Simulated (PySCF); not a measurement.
C2H3F2S (doublet state).
Geometry (GFN2-xTB, Å), atoms numbered from 1 in this order:
```xyz
8
C2H3F2S angstrom
F      1.2571    1.3359   -0.4295
C      1.5338    0.0852   -0.0196
S      0.3310   -0.7680    0.8628
C     -1.1651   -0.2754   -0.0784
F     -1.7419    0.8260    0.4560
H      2.5535   -0.0430    0.3039
H     -0.8800   -0.0523   -1.1090
H     -1.8793   -1.0991   -0.0108
```

The hyperfine couplings belong to this conformer and change with its torsions.

The species is `F[CH]SCF` [radical].

Theory: UKS B3LYP, pcH-1 on C F H S, non-relativistic, mean-field spin-orbit, GIAO (PySCF 2.14.0). The structure is a single GFN2-xTB conformer in the gas phase; no vibrational or solvent corrections. A GFN2-xTB geometry isn't a minimum of the functional, and hyperfine couplings can be far from their values at a DFT geometry. No stability test was run, so a lower SCF solution isn't excluded.

Principal values of hyperfine tensors in MHz (contact, dipolar and spin–orbit terms together), for some of the nuclei:

```tsv
atom	isotope	A1	A2	A3
C2	13C	194.67	198.57	411.28
F1	19F	-10.80	17.61	695.30
F5	19F	34.28	36.19	45.50
H6	1H	-57.53	-30.96	9.28
H8	1H	0.33	0.93	6.85
S3	33S	-18.30	-13.82	39.21
H7	1H	-3.24	-0.50	8.26
```

Task: Give the isotropic coupling of each nucleus in MHz and in mT (g = 2.0044), and the anisotropic part.

Result: a_iso is a third of the trace, T = A − a_iso, and a(mT) = a(MHz)/(g × 13.996). The tensors hold a spin–orbit part: the run splits a_iso into a_FC + a_SO, and T includes its anisotropic share.

| atom | a_iso (MHz) | a_FC | a_SO | a_iso (mT) | T1 | T2 | T3 |
| --- | --- | --- | --- | --- | --- | --- | --- |
| C2 | 268.17 | 267.88 | 0.29 | 9.559 | -73.50 | -69.60 | 143.10 |
| F1 | 234.04 | 231.97 | 2.07 | 8.342 | -244.84 | -216.42 | 461.26 |
| F5 | 38.66 | 38.53 | 0.13 | 1.378 | -4.37 | -2.47 | 6.84 |
| H6 | -26.40 | -26.48 | 0.08 | -0.941 | -31.12 | -4.56 | 35.68 |
| H8 | 2.70 | 2.71 | -0.01 | 0.096 | -2.37 | -1.78 | 4.15 |
| S3 | 2.36 | 2.58 | -0.21 | 0.084 | -20.66 | -16.19 | 36.85 |
| H7 | 1.51 | 1.51 | 0.00 | 0.054 | -4.74 | -2.01 | 6.75 |

Task: What spin density at the nucleus of C2 lies behind its contact coupling (g_N = 1.40482)?

Result: a_FC = 800.24 MHz bohr³ × g_N × ρ(0)/(2S). With a_FC = 267.88 MHz and 2S = 1, ρ(0) = 0.2383 bohr⁻³.

Task: C4 (13C, g_N = 1.40482) isn't in the table. Its spin density at the nucleus is 0.008995 bohr⁻³. What is its contact coupling?

Result: By the same relation, a_FC = 10.11 MHz. Its full tensor has the principal values 6.98, 7.39, 15.83 MHz.

Task: Name the largest traceless tensor T of the table and describe it.

Result: F1: -244.8, -216.4, 461.3 MHz (the dipolar term alone has -247.6, -216.1, 463.6), nearly axial, close to the ratio −1:−1:+2.

Task: In a single crystal, with the field along each principal axis of the tensor of F5 in turn, what first-order splitting does this nucleus give (isotropic g, quadrupole terms neglected)?

Result: 2 lines (I = 1/2), spaced by |A_i|/(g × 13.996): 1.22, 1.29, 1.62 mT along the axes of A1, A2 and A3.

Time: 40 s wall (with the writing of density and orbital grids); peak memory 0.64 GiB. Hardware: one thread of an AMD EPYC, shared host.
